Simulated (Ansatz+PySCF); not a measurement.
The numbers below are computed, except where a source is named.
## Ansatz (development build ahead of 0.2.0) run

```yaml
crystal:
  periodic: [false, false, false]
  atoms:
    - { symbol: "N", position_ang: [-0.02985, 0.0, 0.65355] }
    - { symbol: "N", position_ang: [0.02985, 0.0, -0.65355] }
    - { symbol: H, position_ang: [0.00846, -0.88068, 1.1529] }
    - { symbol: H, position_ang: [0.00846, 0.88068, 1.1529] }
    - { symbol: H, position_ang: [-0.00846, -0.88068, -1.1529] }
    - { symbol: H, position_ang: [-0.00846, 0.88068, -1.1529] }
basis:
  gaussian: { orbitals: cc-pVTZ }
total_charge: 1
magnetization:
  initial_magnetization: 1
hamiltonian:
  xc: hf
correlation:
  method: mp2
  frozen_orbitals: { H: 0, "N": 1 }
output:
  forces: true
```

The input is written out in the form of the current development build from the run's settings. Correlation on restricted open-shell orbitals is semicanonical, with singles.

The run gave:

```yaml
Converged: yes
Reference_energy: -110.96346 hartree
Correlation_energy: -0.41520 hartree
Total_energy: -111.37866 hartree
Spin_squared_of_the_determinant: 0.750
Stability_test: minimum among restricted orbitals
Occupied_orbitals_by_symmetry_in_an_Abelian_subgroup_alpha;_beta: 4 Ag 1 Au 1 Bg 3 Bu; 3 Ag 1 Au 1 Bg 3 Bu
```

Forces (eV/Å):
```tsv
atom	Fx	Fy	Fz
N1	-0.036	0.000	0.346
N2	0.036	0.000	-0.346
H3	0.005	0.077	-0.119
H4	0.005	-0.077	-0.119
H5	-0.005	0.077	0.119
H6	-0.005	-0.077	0.119
```

Caution: MP2 on this radical cation hangs on the determinant chosen.
